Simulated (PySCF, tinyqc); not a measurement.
Worked calculation: G0W0 on RHF in the sto-3g basis, for BH, spin multiplicity 1. The lowest restricted solution is unstable here: a spin-polarised one lies 0.0063 hartree lower (PySCF). One step of it, computed by the program tinyqc.

Question. Integrals over molecular orbitals. (pq|rs) = sum C_ip C_jq C_kr C_ls (ij|kl), one index at a time.

coefficients C, order 1B 1s, 1B 2s, 1B 2px, 1B 2py, 1B 2pz, 2H 1s:
```
[[0.992713, -0.267020, 0.130234, 0.000000, 0.000000, -0.082824],
 [0.026144, 0.887299, -0.491939, 0.000000, 0.000000, 0.333456],
 [0.000000, 0.000000, 0.000000, 0.978362, -0.206900, 0.000000],
 [0.000000, 0.000000, 0.000000, 0.206900, 0.978362, 0.000000],
 [0.002824, 0.075995, 0.575180, 0.000000, 0.000000, 0.864754],
 [-0.003396, 0.342345, 0.619502, 0.000000, 0.000000, -0.801357]]
```

core Hamiltonian H = T + V (hartree), order 1B 1s, 1B 2s, 1B 2px, 1B 2py, 1B 2pz, 2H 1s:
```
[[-12.616716, -3.266951, 0.000000, 0.000000, -0.008213, -0.215244],
 [-3.266951, -3.707301, 0.000000, 0.000000, -0.082497, -0.683274],
 [0.000000, 0.000000, -2.895977, 0.000000, 0.000000, 0.000000],
 [0.000000, 0.000000, 0.000000, -2.895977, 0.000000, 0.000000],
 [-0.008213, -0.082497, 0.000000, 0.000000, -2.944631, -0.738888],
 [-0.215244, -0.683274, 0.000000, 0.000000, -0.738888, -1.943131]]
```

Two-electron integrals (ij|kl) in chemists' order, unique and non-zero (hartree):
```
(11|11) 2.923513   (21|11) 0.518376   (21|21) 0.109262   (22|11) 0.744229
(22|21) 0.193177   (22|22) 0.544804   (31|31) 0.020264   (32|31) 0.029996
(32|32) 0.120346   (33|11) 0.742491   (33|21) 0.193240   (33|22) 0.544682
(33|33) 0.586773   (41|41) 0.020264   (42|41) 0.029996   (42|42) 0.120346
(43|43) 0.031630   (44|11) 0.742491   (44|21) 0.193240   (44|22) 0.544682
(44|33) 0.523513   (44|44) 0.586773   (51|51) 0.020264   (52|51) 0.029996
(52|52) 0.120346   (53|53) 0.031630   (54|54) 0.031630   (55|11) 0.742491
(55|21) 0.193240   (55|22) 0.544682   (55|33) 0.523513   (55|44) 0.523513
(55|55) 0.586773   (61|11) 0.033496   (61|21) 0.007037   (61|22) 0.012496
(61|33) 0.012447   (61|44) 0.012447   (61|51) 0.000500   (61|52) 0.000928
(61|55) 0.012600   (61|61) 0.000467   (62|11) 0.108544   (62|21) 0.028772
(62|22) 0.093285   (62|33) 0.090444   (62|44) 0.090444   (62|51) 0.003095
(62|52) 0.021303   (62|55) 0.098865   (62|61) 0.001977   (62|62) 0.025979
(63|31) 0.002424   (63|32) 0.012309   (63|53) 0.003665   (63|63) 0.002303
(64|41) 0.002424   (64|42) 0.012309   (64|54) 0.003665   (64|64) 0.002303
(65|11) 0.115764   (65|21) 0.031014   (65|22) 0.105681   (65|33) 0.100502
(65|44) 0.100502   (65|51) 0.005088   (65|52) 0.033143   (65|55) 0.115912
(65|61) 0.002195   (65|62) 0.033954   (65|65) 0.045776   (66|11) 0.295263
(66|21) 0.079488   (66|22) 0.291517   (66|33) 0.277605   (66|44) 0.277605
(66|51) 0.008094   (66|52) 0.077384   (66|55) 0.318920   (66|61) 0.005467
(66|62) 0.115485   (66|65) 0.162095   (66|66) 0.774606
```

Give: one-electron integrals over orbitals h = C^T H C; Two-electron integrals over orbitals.

Answer.

one-electron integrals over orbitals h = C^T H C (hartree):
```
[[-12.6041, 0.3263, -0.1500, 0.0000, 0.0000, 0.0993],
 [0.3263, -2.9400, 0.2569, 0.0000, 0.0000, -0.3747],
 [-0.1500, 0.2569, -2.5119, 0.0000, 0.0000, -0.4442],
 [0.0000, 0.0000, 0.0000, -2.8960, 0.0000, 0.0000],
 [0.0000, 0.0000, 0.0000, 0.0000, -2.8960, 0.0000],
 [0.0993, -0.3747, -0.4442, 0.0000, 0.0000, -2.4539]]
```

Two-electron integrals over orbitals (pq|rs), unique and non-zero (hartree):
```
(11|11) 2.8931    (21|11) -0.2903   (21|21) 0.0462    (22|11) 0.6529
(22|21) -0.0126   (22|22) 0.4721    (31|11) 0.1390    (31|21) -0.0211
(31|22) 0.0105    (31|31) 0.0182    (32|11) -0.1375   (32|21) 0.0075
(32|22) -0.0048   (32|31) 0.0076    (32|32) 0.1171    (33|11) 0.5436
(33|21) -0.0079   (33|22) 0.4293    (33|31) -0.0025   (33|32) 0.0019
(33|33) 0.4688    (41|41) 0.0216    (42|41) 0.0245    (42|42) 0.0897
(43|41) -0.0117   (43|42) -0.0387   (43|43) 0.0325    (44|11) 0.7420
(44|21) -0.0107   (44|22) 0.4837    (44|31) 0.0048    (44|32) -0.0766
(44|33) 0.4179    (44|44) 0.5868    (51|51) 0.0216    (52|51) 0.0245
(52|52) 0.0897    (53|51) -0.0117   (53|52) -0.0387   (53|53) 0.0325
(54|54) 0.0316    (55|11) 0.7420    (55|21) -0.0107   (55|22) 0.4837
(55|31) 0.0048    (55|32) -0.0766   (55|33) 0.4179    (55|44) 0.5235
(55|55) 0.5868    (61|11) -0.0896   (61|21) 0.0159    (61|22) 0.0019
(61|31) 0.0039    (61|32) 0.0162    (61|33) -0.0101   (61|44) -0.0031
(61|55) -0.0031   (61|61) 0.0198    (62|11) 0.1369    (62|21) -0.0031
(62|22) 0.0560    (62|31) 0.0129    (62|32) -0.0109   (62|33) -0.0255
(62|44) 0.0764    (62|55) 0.0764    (62|61) 0.0132    (62|62) 0.0888
(63|11) 0.1812    (63|21) -0.0041   (63|22) 0.0377    (63|31) -0.0035
(63|32) -0.1118   (63|33) -0.0006   (63|44) 0.1014    (63|55) 0.1014
(63|61) -0.0083   (63|62) 0.0559    (63|63) 0.1497    (64|41) 0.0071
(64|42) 0.0266    (64|43) 0.0044    (64|64) 0.0257    (65|51) 0.0071
(65|52) 0.0266    (65|53) 0.0044    (65|65) 0.0257    (66|11) 0.6047
(66|21) -0.0076   (66|22) 0.4697    (66|31) 0.0113    (66|32) 0.0513
(66|33) 0.4656    (66|44) 0.4388    (66|55) 0.4388    (66|61) 0.0077
(66|62) 0.0234    (66|63) -0.0245   (66|66) 0.5291
```
